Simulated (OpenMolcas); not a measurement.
# How basis sets differ on PO (SMILES O=[P])

The species is PO (2 atoms), meant as a doublet with charge 0. SMILES: `O=[P]`. The coordinates come from a GFN2-xTB relaxation.

```
atom   x (Å)   y (Å)   z (Å)
   O  0.0000  0.0000  0.0000
   P  0.0000  0.0000  1.4551
```

Each level gives the dipole moment (D). The values are calculated.

```
            level           kind     program  value (D)  CPU time
   US12h/def2-SVP  global hybrid  OpenMolcas       1.96     2.8 s
  US12h/def2-SVPD  global hybrid  OpenMolcas       1.94     3.3 s
  US12h/def2-TZVP  global hybrid  OpenMolcas       1.98     4.8 s
 US12h/def2-TZVPD  global hybrid  OpenMolcas       1.90     6.4 s
US12h/def2-TZVPPD  global hybrid  OpenMolcas       1.90     7.1 s
US12h/def2-QZVPPD  global hybrid  OpenMolcas       1.90      23 s
```

The values span 1.90 to 1.98 D. CPU times are rough (shared hosts, several kinds of processor): they show what a rung costs within a factor of a few.
